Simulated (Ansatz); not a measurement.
## Worked example: correlation energy of NH4⁺, singlet

Geometry: a PBE0/def2-TZVP stationary point for this spin, not checked as a minimum.

| atom | x (Å) | y (Å) | z (Å) |
| --- | --- | --- | --- |
| N | 0.0000 | 0.0000 | 0.0000 |
| H | 0.5903 | 0.5923 | 0.5902 |
| H | -0.5929 | -0.5882 | 0.5917 |
| H | -0.5890 | 0.5896 | -0.5943 |
| H | 0.5916 | -0.5937 | -0.5876 |

Basis cc-pVTZ; Ansatz 0.2.0. Correlated methods freeze the noble-gas cores, which leaves 8 electrons in 85 orbitals. Prefix R: restricted or restricted open-shell reference.

Full CI isn't at hand for all of this; RCCSDT(Q) serves as the reference, and is uncertain by the last step of the cluster series or more.

RCCSD has a T1 diagnostic of 0.005 and a largest doubles amplitude of 0.03.

Runs differ by some tens of microhartree through their thresholds, so steps under 0.03 kcal/mol mean nothing.

```json
{"level": "RHF", "total energy (hartree)": "-56.564092"}
{"level": "RMP2", "total energy (hartree)": "-56.793476"}
{"level": "RCCSD", "total energy (hartree)": "-56.808685"}
{"level": "RCCSD(T)", "total energy (hartree)": "-56.815323"}
{"level": "RCCSDT", "total energy (hartree)": "-56.815537"}
{"level": "RCCSDT(Q)", "total energy (hartree)": "-56.815750"}
```

**Question.** What is the correlation energy at RCCSDT(Q), and what share of it do RMP2 and RCCSD recover?

**Answer.** E(corr) = -56.815750 − (-56.564092) = -0.251658 hartree = -6.848 eV. RMP2: -0.229384 / -0.251658 = 91.15 %. RCCSD: -0.244593 / -0.251658 = 97.19 %.

**Question.** By how many kcal/mol does RCCSD(T) miss RCCSDT(Q) (1 hartree = 627.509 kcal/mol), and which steps make up the rest?

**Answer.** -56.815323 − (-56.815750) = 0.000427 hartree = 0.27 kcal/mol. Steps: RCCSDT − RCCSD(T) = -0.13, RCCSDT(Q) − RCCSDT = -0.13 kcal/mol. That is within 1 kcal/mol of the reference in this basis, which itself misses far more of the correlation at the basis-set limit.
